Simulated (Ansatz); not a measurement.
We consider chalcopyrite CdSnAs2, described by LDA (Ansatz, an electronic-structure program, plane waves, PAW).

Numerical settings: plane-wave cutoff 520 eV, 8×8×8 k mesh, Fermi–Dirac smearing 0.01 eV, scalar-relativistic PAW data made under PBE.

Computed at the level's own relaxed cell.

**Question.** Predict the lattice parameter c, lattice constant a, pressure derivative B′ of the bulk modulus and bulk modulus B0.

**Answer.** 
- lattice parameter c = 11.896 Å
- lattice constant a = 6.036 Å
- pressure derivative B′ of the bulk modulus = 4.7
- bulk modulus B0 = 59.5 GPa

The run finds no gap.

Note: the gap of the solid is closed in this run; the relaxation could not lower the start's symmetry, so the cell can be a saddle point above a distorted one; this level leaves the solid without a gap, although one is measured; the bulk modulus comes from volumes at which shape and atoms were relaxed.

Spin–orbit coupling is not included; it can open a gap where bands touch, and shift volumes and moduli.
